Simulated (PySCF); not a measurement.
CH: energy against distance

Set-up: H STO-3G, C STO-3G; no relativity (PySCF 2.14). Energies in eV from H + C in their ground configurations at the same level. State: ²Π (doublet), unpaired electrons π ↑.

All columns are PBEsol. A positive dipole means H(−)C(+).

```tsv
R (Å)	E (eV)	μ (D)	Mulliken charge on H (basis-dependent)	HOMO (eV)	LUMO (eV)	Mayer bond order	⟨S²⟩
1.008	-3.850	-1.24	0.05	-2.29	-1.99	1.00	0.75
1.055	-4.158	-1.17	0.04	-2.24	-1.93	1.00	0.75
1.102	-4.350	-1.09	0.03	-2.20	-1.89	1.00	0.75
1.137	-4.431	-1.03	0.02	-2.18	-1.86	1.00	0.75
1.172	-4.469	-0.97	0.01	-2.16	-1.85	1.00	0.75
1.207	-4.469	-0.91	0.00	-2.16	-1.85	1.00	0.75
1.254	-4.420	-0.82	-0.01	-2.16	-1.85	1.00	0.75
1.313	-4.298	-0.71	-0.02	-2.18	-1.86	1.00	0.75
1.383	-4.083	-0.57	-0.03	-2.21	-1.89	1.00	0.75
1.477	-3.720	-0.40	-0.04	-2.26	-1.95	0.99	0.75
```

A fit through these points gives, at Re = 1.189 Å, μ = -0.94 D and dμ/dR = 1.82 D/Å; the reduced mass is 0.9297 u.

Question: How strong is the fundamental in the double-harmonic approximation, I = 42.26·(dμ/dR)²/μred km/mol?

Answer: I = 42.26·(1.82)²/0.9297 = 151 km/mol at PBEsol.

STO-3G is very small, so such numbers show the basis as much as the molecule. The state was picked by a PBE0 search and need not be the measured ground state.
